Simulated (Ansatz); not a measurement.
A made-up structure of CHOSi, doublet:

| atom | x (Å) | y (Å) | z (Å) |
| --- | --- | --- | --- |
| C1 | 0.5898 | 0.9840 | -0.3395 |
| Si2 | -0.2441 | -0.6829 | 0.2034 |
| O3 | -0.3123 | -2.3290 | 0.5921 |
| H4 | -0.0334 | 2.0279 | -0.4559 |

It is relaxed with PBE-D4/def2-SVP and then PBE0-D4/def2-TZVP (Ansatz 0.2.0). Atoms count as bonded within 1.22 times the sum of their covalent radii (H–H: 0.88 Å). The end point is not checked to be a true minimum.

Question: Does its bonding change? (A judgement: the text doesn't fix the answer.)

Answer: Computed: No: no bond forms or breaks.

Where it ends: The first stage lowers the energy by 0.86 eV in 9 steps. It ends as CHOSi ([CH][Si][O]):
C1  (0.526, 0.878, -0.303)
Si2  (-0.219, -0.610, 0.182)
O3  (-0.278, -2.080, 0.529)
H4  (-0.029, 1.811, -0.407)
(Å)

Labels in which every atom is bracketed show which atoms are joined, not bond orders.

For scale, one of the runs: PBE0-D4/def2-TZVP relaxation, 105 basis functions, launched by `ansatz run in.yaml --threads 2 --pin off --events-out ev --progress --plain --max-ram 4352MiB`. Hardware: 2 CPU threads of an Arm Neoverse V1, shared host. Wall time about 17 s.
